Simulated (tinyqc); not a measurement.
Worked calculation: geometry optimisation on the UHF/sto-6g surface (energies and gradients from PySCF), for LiH, spin multiplicity 3. One step of it, computed by the program tinyqc.

Task: Step 1: move. Steepest descent, p = -g / 0.3; steps longer than 0.3 bohr are cut back.

positions at the start (bohr):
```
            x         y         z
1Li  0.000000  0.000000  0.000000
2H   0.000000  0.000000  2.672073
```

gradient (hartree/bohr):
```
              x           y            z
1Li  0.00000000  0.00000000   0.05253005
2H   0.00000000  0.00000000  -0.05253005
```

Give: positions after step 1.

Result:

positions after step 1 (bohr):
```
         x      y       z
1Li  0.000  0.000  -0.175
2H   0.000  0.000   2.847
```
